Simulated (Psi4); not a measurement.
# S2O (Disulfur monoxide) at CCSD/def2-TZVP

What is the energy change on altering one bond length of S2O (Disulfur monoxide) at CCSD/def2-TZVP? Input form: a Python script.

The results are computed with Psi4 1.11.

**1. The molecule**

S2O: 3 atoms, total charge 0, spin state singlet. SMILES: `O=S=S`. The coordinates come from a PBE0-D4/def2-TZVP relaxation.

Bond lengths: O1–S2 1.453 Å, S2–S3 1.880 Å. Angles: O1–S2–S3 117.8°.

**2. The energy at CCSD/def2-TZVP**

Contents of calc.py:

```python
import psi4

psi4.set_memory('2200 MB')
psi4.set_num_threads(1)
psi4.set_output_file('os2.out', False)

molecule = psi4.geometry("""
0 1
O      0.451630     1.204020     0.493170
S      0.529120    -0.205510     0.148940
S     -0.980740    -0.998510    -0.642110
symmetry c1
""")

psi4.set_options({
    'reference': 'rhf',
    'puream': True,
    'e_convergence': 1e-09,
    'd_convergence': 1e-08,
    'scf_type': 'pk',
    'num_frozen_docc': 11,
})

E = psi4.energy('ccsd/def2-TZVP')
print(f'total energy {E:.8f} hartree = {E * 27.211386:.5f} eV')
```

The run is started by

```bash
python calc.py
```

os2.out (excerpt; [...] marks lines left out):

```text
[...]
  Running in c1 symmetry.
[...]
  Nuclear repulsion =  142.341724241183556
[...]
  Multiplicity = 1
[...]
  Nalpha       = 20
  Nbeta        = 20
[...]
    Number of basis functions: 105
[...]
   @RHF iter   1:  -869.82681724606812   -1.48760e-01   4.86941e-03 DIIS/ADIIS
[...]
   @RHF iter  15:  -869.93216334184137   -1.13687e-12   1.66178e-09 DIIS
[...]
    Orbital Energies [Eh]
    ---------------------
    Doubly Occupied:
       1A    -92.141269     2A    -91.992736     3A    -20.605771
       4A     -9.128114     5A     -8.997881     6A     -6.809102
       7A     -6.808914     8A     -6.807334     9A     -6.678397
      10A     -6.677322    11A     -6.676374    12A     -1.432603
      13A     -1.082646    14A     -0.813130    15A     -0.637912
      16A     -0.634286    17A     -0.609437    18A     -0.457643
      19A     -0.419236    20A     -0.405153
[...]
  @RHF Final Energy:  -869.93216334184137
   => Energetics <=
    Nuclear Repulsion Energy =            142.3417242411835559
    One-Electron Energy =               -1484.9172518436992050
    Two-Electron Energy =                 472.6433642606742751
    Total Energy =                       -869.9321633418413739
[...]
 Multipole Moments:
 ------------------------------------------------------------------------------------
     Multipole            Electronic (a.u.)      Nuclear  (a.u.)        Total (a.u.)
 ------------------------------------------------------------------------------------
 L = 1.  Multiply by 2.5417464519 to convert [e a0] to [Debye]
 Dipole X            :          0.1740410           -0.0060304            0.1680107
 Dipole Y            :         -0.7063257           -0.0124971           -0.7188228
 Dipole Z            :         -0.0000000            0.0000000           -0.0000000
 Magnitude           :                                                    0.7381963
[...]
      * MP2 total energy                      = -870.521594389604161
[...]
      * CCSD total energy                     = -870.530808647148774
```

The script printed:

```text
total energy -870.53080865 hartree = -23688.34986 eV
```

Wall time 43 s (1 thread of Intel Xeon Platinum 8259CL at 2.50GHz (Skylake/Cascade Lake), shared host); peak memory 0.97 GiB.

**3. The distorted shape, same level**

Contents of job.py:

```python
import psi4

psi4.set_memory(2200000000)
psi4.set_num_threads(1)
psi4.core.set_output_file('os2.out', False)

m = psi4.geometry("""
O
S 1 2.1795
S 2 1.87997 1 117.77776
symmetry c1
no_reorient
no_com
""")

psi4.set_options({
    'basis': 'def2-TZVP',
    'reference': 'rhf',
    'puream': True,
    'e_convergence': 1e-09,
    'd_convergence': 1e-08,
    'scf_type': 'pk',
    'num_frozen_docc': 11,
})

e_tot = psi4.energy('ccsd', molecule=m)
print(f'total energy {e_tot:.8f} hartree = {e_tot * 27.211386:.5f} eV')
```

The run is started by

```bash
python job.py
```

os2.out (excerpt; [...] marks lines left out):

```text
[...]
  Running in c1 symmetry.
[...]
  Nuclear repulsion =  122.606835886295528
[...]
  Multiplicity = 1
[...]
  Nalpha       = 20
  Nbeta        = 20
[...]
    Number of basis functions: 105
[...]
   @RHF iter   1:  -869.22260723643922   -4.79838e-01   8.30687e-03 DIIS/ADIIS
[...]
   @RHF iter  20:  -869.76275993908644   -6.59384e-12   5.32285e-09 DIIS
[...]
    Orbital Energies [Eh]
    ---------------------
    Doubly Occupied:
       1A    -92.085699     2A    -92.053151     3A    -20.603563
       4A     -9.082054     5A     -9.054502     6A     -6.762061
       7A     -6.761820     8A     -6.759892     9A     -6.734330
      10A     -6.734306    11A     -6.732326    12A     -1.198881
      13A     -1.119283    14A     -0.832372    15A     -0.562866
      16A     -0.534733    17A     -0.512320    18A     -0.484005
      19A     -0.468322    20A     -0.371585
[...]
  @RHF Final Energy:  -869.76275993908644
   => Energetics <=
    Nuclear Repulsion Energy =            122.6068358862955279
    One-Electron Energy =               -1445.8430523544211610
    Two-Electron Energy =                 453.4734565290392538
    Total Energy =                       -869.7627599390863224
[...]
 Multipole Moments:
 ------------------------------------------------------------------------------------
     Multipole            Electronic (a.u.)      Nuclear  (a.u.)        Total (a.u.)
 ------------------------------------------------------------------------------------
 L = 1.  Multiply by 2.5417464519 to convert [e a0] to [Debye]
 Dipole X            :          0.3028047            0.0055860            0.3083907
 Dipole Y            :         -1.3047868           -0.0175814           -1.3223683
 Dipole Z            :         -0.0000000            0.0000000           -0.0000000
 Magnitude           :                                                    1.3578522
[...]
      * MP2 total energy                      = -870.310733418818131
[...]
      * CCSD total energy                     = -870.377753188342126
```

On the terminal:

```text
total energy -870.37775319 hartree = -23684.18501 eV
```

Wall time 67 s (1 thread of Intel Xeon Platinum 8259CL at 2.50GHz (Skylake/Cascade Lake), shared host); peak memory 0.97 GiB.

**4. Outcome**

Level: CCSD/def2-TZVP, 11 core orbitals frozen.

| quantity | value |
| --- | --- |
| first shape: total energy | -870.53081 Eh |
| first shape: HOMO energy (Hartree–Fock orbitals) | -11.02 eV |
| first shape: LUMO energy (Hartree–Fock orbitals) | -0.61 eV |
| first shape: HOMO–LUMO gap (Hartree–Fock orbitals) | 10.42 eV |
| first shape: correlation energy (11 core orbitals frozen) | -598.6 mEh |
| first shape: T1 diagnostic | 0.022 |
| distorted shape: total energy | -870.37775 Eh |
| distorted shape: HOMO energy (Hartree–Fock orbitals) | -10.11 eV |
| distorted shape: LUMO energy (Hartree–Fock orbitals) | -1.92 eV |
| distorted shape: HOMO–LUMO gap (Hartree–Fock orbitals) | 8.19 eV |
| distorted shape: correlation energy (11 core orbitals frozen) | -615.0 mEh |
| distorted shape: T1 diagnostic | 0.135 |
| energy change with the O1–S2 bond stretched from 1.453 to 2.180 Å | 4.165 eV |

**Reading.** With the O1–S2 bond stretched from 1.453 to 2.180 Å the energy rises by 4.16 eV (402 kJ/mol). The first shape isn't relaxed at this level, so the change isn't measured from a minimum. A restricted reference can't describe the breaking bond well at this length. The T1 diagnostic (first shape) of 0.022 is above the customary mark for such species, so a single reference may not serve. The T1 diagnostic (distorted shape) of 0.135 is above the customary mark for such species, so a single reference may not serve.
